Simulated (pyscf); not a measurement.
SiH₃• (SMILES [SiH3]) + H₃C–Cl (SMILES CCl) → SiH₄ (SMILES [SiH4]) + •H₂C–Cl (SMILES [CH2]Cl), a hydrogen abstraction (doublet surface; C–H broken, H–Si formed). PySCF, gas phase, ωB97X-D3(BJ)/def2-SVP geometries. Correlated levels are frozen-core, on RHF or UHF. ΔMP2 is the change of the MP2 total energy from the triple- to the quadruple-zeta basis. Energies in eV from the separated reactants.

Small-basis levels: PySCF, no dispersion term, spherical d functions. Open shells are spin-unrestricted. 

Quick B3LYP/LANL2DZ single points give ΔE‡ = 0.98 eV and ΔE = +0.72 eV. What does CCSD(T)/def2-TZVPP + ΔMP2(QZVPP) give, and how far is the quick result from it?

CCSD(T)/def2-TZVPP + ΔMP2(QZVPP) gives ΔE‡ = 0.92 eV and ΔE = +0.45 eV. B3LYP/LANL2DZ lies 0.06 eV over it in the barrier and 0.27 eV over it in the reaction energy, so on this step it does not hold to within 0.13 eV. CCSD(T)/def2-TZVPP + ΔMP2(QZVPP) has limits of its own. The same reactants have a lower exit, to H₃Si–Cl + CH₃• (barrier +0.38 eV at ωB97M-D3(BJ)/def2-TZVP, against +0.85 eV here). This is the saddle that the search found; another between the same sides may lie lower. The angle at the transferred H is 165°. The CCSD(T) − MP2 part came from Ansatz, without density fitting, on the same reference.
